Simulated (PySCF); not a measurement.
**SiF₂: singlet, from a linear start**

Aim: relax SiF₂ as a singlet from a linear start, check by its vibrations whether the end is a minimum, and collect its spectrum and constants.

Program: PySCF 2.14.0. Level of theory: PBE0, basis Si def2-TZVP, F def2-TZVP, no relativity, density fitting. These are calculated values, not measurements.

## 1. Starting geometry

3 atoms, charge 0, spin multiplicity 1.

Bond lengths: Si1–F2 1.800 Å, Si1–F3 1.800 Å. Angles: F2–Si1–F3 180.0°.

Coordinates in bohr (charge 0 multiplicity 1):
```
Si    0.0000    0.0000    0.0000
F     0.0000    0.0000    3.4015
F     0.0000    0.0000   -3.4015
```

## 2. Linear start, singlet: relaxation

The steps below are one call of a driver around PySCF. For each, scf.py gives the equivalent set-up of the SCF; relaxations use the driver's own optimiser. Before each start the driver seeks the lowest SCF state from one or more starting densities and follows internal instabilities, so scf.py alone need not reach the same state.

The program finds D∞h symmetry in the start, which this walk keeps. Threshold on the gradient: 0.0003 Eh/bohr, with a further test on the energy change.

The input, scf.py:

```python
from pyscf import gto, scf, dft
mol = gto.M(atom='''
Si     0.000000     0.000000     0.000000
F      0.000000     0.000000     1.800000
F      0.000000     0.000000    -1.800000''',
    basis={'Si': 'def2-TZVP', 'F': 'def2-TZVP'},
    charge=0, spin=0)
mf = dft.RKS(mol, xc='PBE0')
mf.grids.atom_grid = (50, 194)
aux = {'Si': 'def2-universal-JKFIT', 'F': 'def2-universal-JKFIT'}
mf = mf.density_fit(auxbasis=aux)
mf.kernel()
```

Energy and gradient, step by step:

| step | energy (Eh) | change (kJ/mol) | largest symmetric gradient (Eh/bohr) |
| --- | --- | --- | --- |
| 0 | -488.974978 | 0.00 | 0.05092 |
| 1 | -488.992338 | -45.58 | 0.01429 |
| 2 | -488.992998 | -47.31 | 0.00849 |
| 3 | -488.993268 | -48.02 | 0.00075 |
| 4 | -488.993270 | -48.02 | 0.00004 |

The walk needed 2.3 s of wall time on 4 threads, shared host.

End point (D∞h, 4 steps, 48.0 kJ/mol gained): Si–F 1.634 Å (×2); F–Si–F 180.0°.

## 3. Hessian and properties

On the finer grid the gradient is checked again; gradients at displacements of ±0.01 bohr then give force constants and infrared intensities.

scf.py: that of step 2 with these lines changed.

```diff
@@ -3,3 +3,3 @@
-Si     0.000000     0.000000     0.000000
-F      0.000000     0.000000     1.800000
-F      0.000000     0.000000    -1.800000''',
+Si    -0.000000     0.000000    -0.000000
+F      0.000000    -0.000000     1.634265
+F     -0.000000     0.000000    -1.634265''',
@@ -9 +9 @@
-mf.grids.atom_grid = (50, 194)
+mf.grids.atom_grid = (75, 302)
```

The driver hands on the density of the step before, so the log starts near convergence.

Log of the central SCF (cycles and frontier levels):

```text
init E= -488.993205708197
  HOMO = -0.269598458779647  LUMO = -0.0838800230885286  gap/eV = 5.05366
cycle= 1 E= -488.993205707718  delta_E= 4.79e-10  |g|= 6.93e-05  |ddm|= 4.48e-05
  HOMO = -0.269594590583914  LUMO = -0.0838797468972741  gap/eV = 5.05356
cycle= 2 E= -488.993205706233  delta_E= 1.49e-09  |g|= 0.000122  |ddm|= 7.92e-05
  HOMO = -0.269597184433124  LUMO = -0.0838800358597827  gap/eV = 5.05362
cycle= 3 E= -488.993205708424  delta_E= -2.19e-09  |g|= 2.48e-07  |ddm|= 5.06e-05
  HOMO = -0.269597143607655  LUMO = -0.0838799988388941  gap/eV = 5.05362
cycle= 4 E= -488.993205708426  delta_E= -2.05e-12  |g|= 5.3e-09  |ddm|= 3.21e-07
  HOMO = -0.26959714278096  LUMO = -0.0838799980163851  gap/eV = 5.05362
Extra cycle  E= -488.993205708426  delta_E= 3.41e-13  |g|= 5.74e-09  |ddm|= 8.88e-09
converged SCF energy = -488.993205708426
```

The whole step took 4.4 s.

Geometry: D∞h; Si–F 1.634 Å (×2); F–Si–F 180.0°.

Modes, for the most abundant isotopes:

```tsv
symmetry	ω (cm⁻¹)	IR (km/mol)	type
πu	327i	9.9	bend
σg+	585	0.0	stretch
σu+	848	430	stretch
```

2 modes are imaginary, the largest at 327i cm⁻¹: a saddle point, not a minimum.

Constants and moments:

| Quantity | Value |
| --- | --- |
| Dipole moment | 0.00 D |
| Highest occupied level | -7.34 eV |
| Lowest empty level | -2.28 eV |
| Rotational constants | 0.1661 cm⁻¹ |
| Zero-point energy (real modes) | 8.6 kJ/mol |
| Principal polarisabilities | 30.5, 31.9, 31.9 bohr³ |
| Atomisation energy without zero-point energy | 1028 kJ/mol |
| Principal traceless quadrupole moments about the centre of mass | -7.81, 3.91, 3.91 D Å |

Populations by atom (charges in e):

| atom | Mulliken | Löwdin | polar tensor | Mayer order to Si1 |
| --- | --- | --- | --- | --- |
| Si1 | 0.45 | 0.14 | 0.70 | – |
| F2,3 | -0.23 | -0.07 | -0.35 | 1.09 |

Outer orbital energies (eV). occupied: -33.18, -15.71, -14.25, -12.81, -12.81, -12.46, -12.46, -7.34; empty: -2.28, -2.28, 2.52, 4.59.

Mulliken populations on Si1: s 6.11, p 6.85, d 0.49, f 0.09.

## 4. Leaving the saddle point

The atoms are moved a little along the softest imaginary mode and relaxed again.

The program finds C2v symmetry in the start, which this walk keeps.

scf.py: that of step 3 with these lines changed.

```diff
@@ -3,3 +3,3 @@
-Si    -0.000000     0.000000    -0.000000
-F      0.000000    -0.000000     1.634265
-F     -0.000000     0.000000    -1.634265''',
+Si     0.120000    -0.000000     0.000000
+F     -0.088356     0.000000     1.634265
+F     -0.088356    -0.000000    -1.634265''',
@@ -9 +9 @@
-mf.grids.atom_grid = (75, 302)
+mf.grids.atom_grid = (50, 194)
```

The optimiser's trace:

| step | energy (Eh) | change (kJ/mol) | largest symmetric gradient (Eh/bohr) |
| --- | --- | --- | --- |
| 0 | -488.997822 | 0.00 | 0.02149 |
| 1 | -489.009938 | -31.81 | 0.03353 |
| 2 | -489.029469 | -83.09 | 0.03763 |
| 3 | -489.040389 | -111.76 | 0.06625 |
| 4 | -489.055181 | -150.60 | 0.02811 |
| 5 | -489.059510 | -161.96 | 0.02118 |
| 6 | -489.060185 | -163.73 | 0.00448 |
| 7 | -489.060217 | -163.82 | 0.00024 |
| 8 | -489.060217 | -163.82 | 0.00004 |

The walk took 4.3 s.

After 8 steps and 163.8 kJ/mol it ends at C2v: Si–F 1.602 Å (×2); F–Si–F 100.4°.

## 5. Hessian and properties

As before: finer grid, then central differences.

scf.py: that of step 4 with these lines changed.

```diff
@@ -3,3 +3,3 @@
-Si     0.120000    -0.000000     0.000000
-F     -0.088356     0.000000     1.634265
-F     -0.088356    -0.000000    -1.634265''',
+Si     0.588644    -0.000000    -0.000000
+F     -0.433910     0.000000     1.232504
+F     -0.433910    -0.000000    -1.232504''',
@@ -9 +9 @@
-mf.grids.atom_grid = (50, 194)
+mf.grids.atom_grid = (75, 302)
```

Log of the central SCF (cycles and frontier levels):

```text
init E= -489.060170396996
  HOMO = -0.304949323942644  LUMO = -0.0781514830577024  gap/eV = 6.17148
cycle= 1 E= -489.060170396993  delta_E= 3.52e-12  |g|= 4.24e-06  |ddm|= 2.87e-06
  HOMO = -0.304949308215704  LUMO = -0.0781514979713975  gap/eV = 6.17148
Extra cycle  E= -489.060170396994  delta_E= -1.36e-12  |g|= 6.7e-06  |ddm|= 4.24e-06
converged SCF energy = -489.060170396994
```

The whole step took 7.2 s.

Geometry: C2v; Si–F 1.601 Å (×2); F–Si–F 100.6°.

Modes, for the most abundant isotopes:

| symmetry | ω (cm⁻¹) | IR (km/mol) |
| --- | --- | --- |
| a1 | 337 | 17.5 |
| a1 | 855 | 132 |
| b2 | 871 | 174 |

No imaginary mode, so this is a minimum.

Constants and moments:

```
Dipole moment                                                   : 1.09 D
Highest occupied level                                          : -8.30 eV
Lowest empty level                                              : -2.13 eV
Rotational constants                                            : 1.001, 0.2921, 0.2261 cm⁻¹
Zero-point energy                                               : 12.3 kJ/mol
Principal polarisabilities                                      : 24.4, 26.8, 27.5 bohr³
Atomisation energy without zero-point energy                    : 1203 kJ/mol
Principal traceless quadrupole moments about the centre of mass : -3.12, -1.10, 4.22 D Å
Entropy at 298.15 K and 1 bar                                   : 256.9 J/(mol K)
Heat capacity Cp at 298.15 K                                    : 44.6 J/(mol K)
Enthalpy at 298.15 K above 0 K                                  : 11.23 kJ/mol
Rotational symmetry number                                      : 2
```

Populations by atom (charges in e):

```csv
atom,Mulliken,Löwdin,polar tensor,Mayer order to Si1
Si1,0.54,0.03,1.09,–
"F2,3",-0.27,-0.02,-0.55,1.11
```

Outer orbital energies (eV). occupied: -33.34, -16.00, -14.20, -13.41, -13.32, -12.53, -12.07, -8.30; empty: -2.13, 0.35, 1.11, 4.92.

Mulliken populations on Si1: s 5.85, p 7.12, d 0.38, f 0.10.

## 6. Stability of the closed shell

At the lowest minimum the closed shell is tested against spin polarisation, on the (50, 194) grid. It is stable.

## 7. All stationary points

| spin | group | bonds | imaginary modes (cm⁻¹) | ΔE (kJ/mol) | with zero-point energy |
| --- | --- | --- | --- | --- | --- |
| singlet | C2v | Si–F 1.601 Å (×2) | none | 0.0 | 0.0 |
| singlet | D∞h | Si–F 1.634 Å (×2) | 327i, 327i | 175.8 | – |

## 8. What came out

| quantity | value |
| --- | --- |
| minimum | singlet, C2v |
| geometry | Si–F 1.601 Å (×2); F–Si–F 100.6° |
| wavenumbers (cm⁻¹) | 337 (a1), 855 (a1), 871 (b2) |
| dipole moment | 1.09 D |
| highest occupied, lowest empty level | -8.30, -2.13 eV |
| polar-tensor charge of Si1 | +1.09 e |
| zero-point energy | 12.3 kJ/mol |
| entropy at 298.15 K | 256.9 J/(mol K) |
| atomisation energy (no zero-point energy) | 1203 kJ/mol |

From D∞h at the start the molecule goes to a C2v minimum, after a stop at a second-order saddle point 175.8 kJ/mol higher, from which it was pushed off along an imaginary mode. In the infrared the band at 871 cm⁻¹ (b2, stretch) leads. Only this shape and spin were tried, so other structures or states may lie lower.

The search up to here needed 21 s of wall time on 4 threads, shared host.
